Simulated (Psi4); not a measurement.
# OF (SMILES [O]F): UBLYP/aug-cc-pVTZ

What is the vertical doublet–quartet gap of OF at UBLYP/aug-cc-pVTZ? 

The calculation is run with Psi4 1.11.

### Step 1. The molecule

OF has 2 atoms, charge 0, and is taken as a doublet. As SMILES, `[O]F`. The coordinates come from a PBE0-D4/def2-TZVP relaxation.

Bond lengths: O1–F2 1.330 Å.

### Step 2. Energy and forces at UBLYP/aug-cc-pVTZ

fo_ase.py

```python
import numpy as np
from ase.calculators.psi4 import Psi4
from ase import Atoms

mol = Atoms(['O', 'F'], positions=[
    [0.000000, 0.000000, -0.015950],
    [0.000000, 0.000000, 1.314400],
])
calc = Psi4(atoms=mol, method='blyp', basis='aug-cc-pVTZ', memory='2200MB', num_threads=1, charge=0, multiplicity=2, label='fo', reference='uks')
calc.psi4.set_options({'puream': True, 'e_convergence': 1e-09, 'd_convergence': 1e-08, 'scf_type': 'pk', 'dft_radial_points': 99, 'dft_spherical_points': 590, 'maxiter': 100})
mol.calc = calc

forces = mol.get_forces()
print(f'energy: {mol.get_potential_energy():.6f} eV')
print('forces / eV A^-1')
print(np.round(forces, 5))
```

Launch:

```sh
python fo_ase.py
```

fo.dat:

```text
[...]
  Running in c1 symmetry.
[...]
  Nuclear repulsion =   28.639650594384939
[...]
  Multiplicity = 2
[...]
  Nalpha       = 9
  Nbeta        = 8
[...]
    Number of basis functions: 92
[...]
   @UKS iter   1:  -174.89472672478311   -2.18312e-01   4.16781e-03 ADIIS/DIIS
[...]
   @UKS iter  11:  -174.94615431509578   -2.70006e-12   6.98159e-09 DIIS
[...]
   @S^2 Observed:                7.521742029E-01
[...]
    Orbital Energies [Eh]
    ---------------------
    Alpha Occupied:
       1A    -24.404721     2A    -18.933646     3A     -1.238205
       4A     -0.862462     5A     -0.528550     6A     -0.502270
       7A     -0.470358     8A     -0.326867     9A     -0.275236
    Alpha Virtual:
      10A     -0.079397    11A      0.033678    12A      0.078073
      13A      0.078247    14A      0.082439    15A      0.145069
      16A      0.153321    17A      0.155074    18A      0.294431
      19A      0.442881    20A      0.443045    21A      0.571376
      22A      0.583536    23A      0.586421    24A      0.653312
      25A      0.679901    26A      0.709231    27A      0.757752
[...]
  @UKS Final Energy:  -174.94615431509578
   => Energetics <=
    Nuclear Repulsion Energy =             28.6396505943849391
    One-Electron Energy =                -299.0245241336828599
    Two-Electron Energy =                 114.3037806489063968
    DFT Exchange-Correlation Energy =     -18.8650614247042760
    Empirical Dispersion Energy =           0.0000000000000000
    VV10 Nonlocal Energy =                  0.0000000000000000
    Total Energy =                       -174.9461543150957823
[...]
 Multipole Moments:
 ------------------------------------------------------------------------------------
     Multipole            Electronic (a.u.)      Nuclear  (a.u.)        Total (a.u.)
 ------------------------------------------------------------------------------------
 L = 1.  Multiply by 2.5417464519 to convert [e a0] to [Debye]
 Dipole X            :          0.0000000            0.0000000            0.0000000
 Dipole Y            :          0.0000000            0.0000000            0.0000000
 Dipole Z            :          0.6737283           -0.5771080            0.0966203
 Magnitude           :                                                    0.0966203
[...]
  -Total Gradient:
     Atom            X                  Y                   Z
    ------   -----------------  -----------------  -----------------
       1       -0.000000000000     0.000000000000     0.039402165173
       2       -0.000000000000    -0.000000000000    -0.039402187299
[...]
```

The script printed:

```text
energy: -4760.527339 eV
forces / eV A^-1
[[ 0.      -0.      -2.02614]
 [ 0.       0.       2.02614]]
```

Wall time 31 s (1 thread of Intel Xeon at 2.50GHz (Skylake/Cascade Lake), shared host); peak memory 0.67 GiB.

### Step 3. The quartet: the energy at UBLYP/aug-cc-pVTZ

job.dat

```
memory 2200 mb

molecule {
  0 4
  O
  F 1 1.33035
  symmetry c1
  no_reorient
  no_com
}

set reference uks
set puream true
set e_convergence 1e-09
set d_convergence 1e-08
set scf_type pk
set dft_radial_points 99
set dft_spherical_points 590
set maxiter 100

e_tot = energy('blyp/aug-cc-pVTZ')
print_variables()
```

Launch:

```sh
psi4 job.dat job.out -n 1
```

job.out:

```text
[...]
  Running in c1 symmetry.
[...]
  Nuclear repulsion =   28.639650594384939
[...]
  Multiplicity = 4
[...]
  Nalpha       = 10
  Nbeta        = 7
[...]
    Number of basis functions: 92
[...]
   @UKS iter   1:  -174.75970938267528   -8.32946e-02   3.23775e-03 ADIIS/DIIS
[...]
   @UKS iter  11:  -174.79324140536585   -2.27374e-13   3.42706e-09 DIIS
[...]
   @S^2 Observed:                3.756362383E+00
[...]
    Orbital Energies [Eh]
    ---------------------
    Alpha Occupied:
       1A    -24.374825     2A    -18.950665     3A     -1.241733
       4A     -0.902850     5A     -0.549262     6A     -0.507837
       7A     -0.507837     8A     -0.343929     9A     -0.343929
      10A     -0.105304
    Alpha Virtual:
      11A      0.025504    12A      0.061100    13A      0.074159
      14A      0.074159    15A      0.135363    16A      0.149212
      17A      0.149212    18A      0.288359    19A      0.425730
      20A      0.425730    21A      0.560788    22A      0.560788
      23A      0.565804    24A      0.640044    25A      0.640044
[...]
  @UKS Final Energy:  -174.79324140536585
   => Energetics <=
    Nuclear Repulsion Energy =             28.6396505943849391
    One-Electron Energy =                -298.8971795734611874
    Two-Electron Energy =                 114.3872861552152074
    DFT Exchange-Correlation Energy =     -18.9229985815047854
    Empirical Dispersion Energy =           0.0000000000000000
    VV10 Nonlocal Energy =                  0.0000000000000000
    Total Energy =                       -174.7932414053658476
[...]
 Multipole Moments:
 ------------------------------------------------------------------------------------
     Multipole            Electronic (a.u.)      Nuclear  (a.u.)        Total (a.u.)
 ------------------------------------------------------------------------------------
 L = 1.  Multiply by 2.5417464519 to convert [e a0] to [Debye]
 Dipole X            :          0.0000000            0.0000000            0.0000000
 Dipole Y            :          0.0000000            0.0000000            0.0000000
 Dipole Z            :          0.4933675           -0.5771080           -0.0837405
 Magnitude           :                                                    0.0837405
[...]
```

It took 19 s on 1 thread of Intel Xeon at 2.50GHz (Skylake/Cascade Lake), shared host; peak memory 0.65 GiB.

### Step 4. Results

At UBLYP/aug-cc-pVTZ:

```
                                        quantity          value
                           doublet: total energy  -174.94615 Eh
                          doublet: dipole moment         0.25 D
     doublet: HOMO energy (highest over α and β)       -7.04 eV
      doublet: LUMO energy (lowest over α and β)       -6.46 eV
                                   doublet: ⟨S²⟩          0.752
               doublet: largest force on an atom     2.026 eV/Å
                           quartet: total energy  -174.79324 Eh
                          quartet: dipole moment         0.21 D
     quartet: HOMO energy (highest over α and β)       -2.87 eV
                                   quartet: ⟨S²⟩          3.756
vertical energy of the quartet above the doublet       4.161 eV
```

What this shows: At this shape the quartet lies 4.16 eV (401 kJ/mol) above the doublet. The largest force (doublet) is 2.03 eV/Å: the shape isn't a stationary point for this species at this level.
